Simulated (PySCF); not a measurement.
diphosphorus anion (P2), SMILES P#P (connectivity only; charge and spin as stated), charge -1, multiplicity 2.

The structure is a stationary point at r2SCAN-D4/def2-TZVPD. The multiplicity is an assumed one; other spin states were not compared.

These are ωB97X/def2-TZVPD (PySCF) values and carry that method's errors.

Isolated molecule, no solvent.

```json
{
  "total_energy": "-682.71045 hartree",
  "point_group": "D∞h",
  "α spin, highest occupied and lowest empty level": "-0.81 and 5.03 eV",
  "β spin, highest occupied and lowest empty level": "-3.17 and 5.19 eV",
  "dipole_moment_about_the_centre_of_nuclear_charge": "0.000 e·Å",
  "⟨S²⟩": "0.760 (pure state 0.75)"
}
```
